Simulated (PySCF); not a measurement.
Structure problem from calculated spectra and properties.

Formula: CN; charge -1.

- 13C NMR: chemical shifts (computed TMS as zero) by class: 166.4 (1 C) ppm [GIAO PBE/pcSseg-2]
- Rotational structure: rotational constant B (linear): 56.357 GHz [PBE0-D3(BJ)/def2-SVP]
- NMR, other nuclei: isotropic shieldings of nuclei other than C and H, by class: -48 (1 N) ppm [GIAO PBE/pcSseg-2]
- Couplings: largest of the computed one-bond spin–spin couplings (means over like bonds): 15N–13C -2.2 Hz [B3LYP/pcJ-1]
- XPS: C1s 283.6, N1s 397.2 eV [ΔSCF SCAN, pcX-2 on the ionised atom, pcseg-1 elsewhere, spin-free X2C]

The electronic properties come from PySCF, for the isolated species, density fitting. Levels stand in brackets. Geometry: PBE0-D3(BJ)/def2-SVP; no solvent, vibrations or thermal averaging. The geometry's basis has no diffuse functions, a weakness for an anion. The HOMO energy is positive, so at this level the finite basis confines the outermost electrons. No diffuse functions stand in pcJ-1 and pcSseg-2, which bears on an anion's orbital energies. NMR classes are plain means over equivalent atoms (diastereotopic ones count apart unless rotation or inversion swaps them), as if these changed places fast.

**Question.** Propose a structure and show how it fits.

**Answer.** The one carbon: carbon bonded to N (166.4 ppm). The other shieldings belong to: -48 ppm, nitrogen bonded to C. The couplings run between: -2.2 Hz, nitrogen bonded to C and carbon bonded to N. The core levels belong to: C1s 283.6 eV, carbon bonded to N; N1s 397.2 eV, nitrogen bonded to C. The hole state at 283.6 eV has ⟨S²⟩ = 0.83 against 0.75, so that value is less sure. The optimised geometry has point group C∞v and is a linear rotor. Structure: `N#[C-]` (cyanide).
